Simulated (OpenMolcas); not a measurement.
**How methods differ on BH (SMILES [BH])**

BH: 2 atoms, total charge 0, spin state singlet. SMILES: `[BH]`. Geometry: the measured bond length.

```xyz
2

B     0.0000    0.0000    0.0000
H     0.0000    0.0000    1.2324
```

Quantity: the vertical ionisation energy (to the doublet cation), in eV. The values are calculated.

```json
{"level": "HF/6-31G** (spherical functions)", "kind": "Hartree–Fock", "program": "OpenMolcas", "value (eV)": "8.27", "less FCI/6-31G**": "-1.11"}
{"level": "HF/6-31G** (spherical functions), open shells restricted", "kind": "Hartree–Fock", "program": "OpenMolcas", "value (eV)": "8.30", "less FCI/6-31G**": "-1.08"}
{"level": "SVWN5/6-31G** (spherical functions)", "kind": "LDA", "program": "OpenMolcas", "value (eV)": "9.47", "less FCI/6-31G**": "+0.09"}
{"level": "PBE/6-31G** (spherical functions)", "kind": "GGA", "program": "OpenMolcas", "value (eV)": "9.40", "less FCI/6-31G**": "+0.02"}
{"level": "r2SCAN/6-31G** (spherical functions)", "kind": "meta-GGA", "program": "OpenMolcas", "value (eV)": "9.21", "less FCI/6-31G**": "-0.17"}
{"level": "M06-2X/6-31G** (spherical functions)", "kind": "hybrid meta-GGA", "program": "OpenMolcas", "value (eV)": "9.39", "less FCI/6-31G**": "+0.01"}
{"level": "CASSCF(4,5)/6-31G** (spherical functions)", "kind": "multireference", "program": "OpenMolcas", "value (eV)": "8.94", "less FCI/6-31G**": "-0.44"}
{"level": "CCSD(T)/6-31G** (spherical functions), open shells restricted", "kind": "coupled cluster or CI", "program": "OpenMolcas", "value (eV)": "9.38", "less FCI/6-31G**": "0.00"}
{"level": "FCI/6-31G, open shells restricted", "kind": "exact in the basis", "program": "OpenMolcas", "value (eV)": "8.95", "less FCI/6-31G**": "-0.43"}
{"level": "FCI/6-31G** (spherical functions), open shells restricted", "kind": "exact in the basis", "program": "OpenMolcas", "value (eV)": "9.38", "less FCI/6-31G**": "0.00"}
```

FCI/6-31G** (spherical functions), open shells restricted is exact within its basis and frozen core, so for wave-function methods in that basis the difference is their error; functionals converge differently with the basis, so for them it is only a difference. The values span 8.27 to 9.47 eV.
